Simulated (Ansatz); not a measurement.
System: C$_{2}$Cl$_{3}$, net charge 0, doublet state. It need not be the lowest isomer of its formula. 
Coordinates optimised at B3LYP-D3(BJ)/def2-TZVP (Ansatz, an electronic-structure program):
```xyz
5

C      0.0087     0.2424     1.0148
C     -0.0009     0.3126    -0.2916
Cl     0.0124    -0.9384     2.1699
Cl    -0.0146    -1.0930    -1.3167
Cl    -0.0005     1.8355    -1.1084
```
Charge 0, spin multiplicity 2.

Total electronic energies in hartree. Cores are frozen in the correlated levels unless marked. UHF or UKS for open shells. Spin-orbit coupling is left out. No relativistic terms. CBS marks a two-point X^-3 extrapolation of the correlation energy; Hartree-Fock from the larger set. The bracket is a focal-point correction in the basis named.

The UHF reference is spin-contaminated (<S^2> 0.25 over the pure value in the largest basis). 

| level | program | energy (Eh) |
|---|---|---|
| SVWN5/def2-TZVPD | Ansatz | (withheld) |
| revPBE-D3(BJ)/def2-TZVPD | Ansatz + dftd3 | -1456.52512 |
| r2SCAN/def2-TZVPD | Ansatz | -1456.64300 |
| PBE0/def2-SVP | Ansatz | -1455.66295 |
| BHLYP/def2-TZVPD | Ansatz | (withheld) |
| r2SCANh/def2-TZVPD | Ansatz | -1456.63262 |
| CAM-B3LYP-D4/def2-TZVPD | Ansatz + dftd4 | -1456.77395 |
| CAM-B3LYP/def2-TZVPD | Ansatz | -1456.76821 |
| LC-wPBE/def2-TZVPD | Ansatz | (withheld) |
| wB97M-V/def2-TZVPD | Ansatz | -1456.68038 |
| RPA@PBE/cc-pV(T+d)Z | Ansatz | -1455.53221 |
| RI-MP2/CBS(cc-pV(T+d)Z,cc-pV(Q+d)Z) | Ansatz | -1455.1950 |
| CCSD/cc-pV(D+d)Z | Ansatz | -1454.84345 |
| CCSD(T)/6-31G* | Ansatz | -1454.76295 |
| RI-MP2/CBS(cc-pV(T+d)Z,cc-pV(Q+d)Z)+[CCSD(T)-MP2]/cc-pV(T+d)Z | Ansatz | -1455.3016 |

### Question
What belongs in the gaps?

### Answer

- SVWN5/def2-TZVPD, energy (Eh): -1451.65324
- BHLYP/def2-TZVPD, energy (Eh): -1456.71856
- LC-wPBE/def2-TZVPD, energy (Eh): -1456.33121
